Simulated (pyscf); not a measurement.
Optimised with ωB97X-D3(BJ)/def2-SVP in PySCF.

### Question
Estimate the classical barrier height and the reaction energy of HO–GeH₃ -> HO–GeH: [singlet] + H₂ at ωB97M-D3(BJ)/def2-TZVP. The step runs on the singlet surface, breaks Ge–H, Ge–H and forms H–H; take the reactant's lowest minimum found as zero.

### Answer
ΔE‡ = 60.0 kcal/mol, ΔE = +25.7 kcal/mol. Zero-point energy shifts the barrier by -2.5 kcal/mol. It is a 1,1-elimination, with an imaginary mode of 1383i cm⁻¹. One saddle was located; it need not be the lowest between these sides. Elements up to Kr have no core potential and no relativistic terms here.
